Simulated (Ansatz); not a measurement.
`C=NC(C)F` + H₂ → `C=NCC` + H–F at 400 K and 1 bar (hydrogenolysis of a C–F bond).

Isolated molecules relaxed with PBE0-D4/def2-TZVP in Ansatz; ΔE leaves out vibrations. CBS: MP2 limit from def2 TZ/QZ plus the TZ coupled-cluster correction, frozen cores. This one scheme is used for every species. Each species was taken in one conformer, which may not be the lowest.

```
   species  CCSD(T)/CBS energy (Eh)  H − E (kJ/mol)  S (J/(mol·K))
`C=NC(C)F`               -272.23600           262.5          335.1
        H₂                 -1.17544            38.0          139.0
   `C=NCC`               -173.04228           279.1          317.8
       H–F               -100.39570            36.5          182.2
```

H − E and S are ideal-gas, rigid-rotor, harmonic terms from PBE0-D4/def2-TZVP, for one conformer and one mirror image of each species. For small species the MP2-based limit differs from directly extrapolated CCSD(T) by up to some mEh (0.8 for H₂); such offsets cancel only in part. 1 Eh = 2625.50 kJ/mol, R = 8.31446 J/(mol·K).

**Question.** By hand: ΔE, ΔH, ΔS and ΔG.

**Answer.** ΔE = (-173.04228) + (-100.39570) − (-272.23600) − (-1.17544) = -0.02654 Eh = -69.7 kJ/mol. Δ(H − E) = 279.1 + 36.5 − 262.5 − 38.0 = 15.1, so ΔH = -54.6 kJ/mol. ΔS = 317.8 + 182.2 − 335.1 − 139.0 = 25.9 J/(mol·K). ΔG = -54.6 − 400 × (25.9)/1000 = -65.0 kJ/mol.

**Question.** By hand: the equilibrium constant, and the temperature at which ΔG would vanish if ΔH and ΔS stayed fixed.

**Answer.** log₁₀ K = −ΔG/(RT ln 10) = 8.5. ΔH and −TΔS have one sign here, so there is no such temperature.

ΔH outweighs TΔS. A doubt of 5 kJ/mol in ΔE shifts log₁₀ K by 0.7 here. Other conformers and mirror images would add mixing entropy, several J/(mol·K) or more a flexible species. These are equilibria of isolated gas molecules and say nothing of rates. Largest T1 diagnostic: 0.012 (customary marks: 0.02 for closed shells, 0.045 for open ones).
